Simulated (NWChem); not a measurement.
System: phosphine (PH₃); SMILES P

Input file for NWChem:

```
start job
memory heap 200 mb stack 900 mb global 1100 mb
geometry units angstroms
  P      0.000000     0.000000     0.133607
  H      0.402764    -1.119327    -0.642141
  H     -1.170747     0.210859    -0.642141
  H      0.767983     0.908467    -0.642141
end
basis spherical
  * library 3-21g
end
dft
  xc hfexch
  iterations 150
end
driver
  maxiter 120
end
task dft optimize
task dft freq
```

The level has its own optimisation; frequencies are unscaled.

Question: What results follow from this input? (Hartree-Fock/3-21G.) Quantities: r H–P (Å); highest harmonic frequency (cm⁻¹); lowest (cm⁻¹); zero-point energy (kcal/mol); dipole (D).

Answer: r H–P (Å): 1.423
highest harmonic frequency (cm⁻¹): 2409
lowest (cm⁻¹): 1093
zero-point energy (kcal/mol): 15.5
dipole (D): 1.24
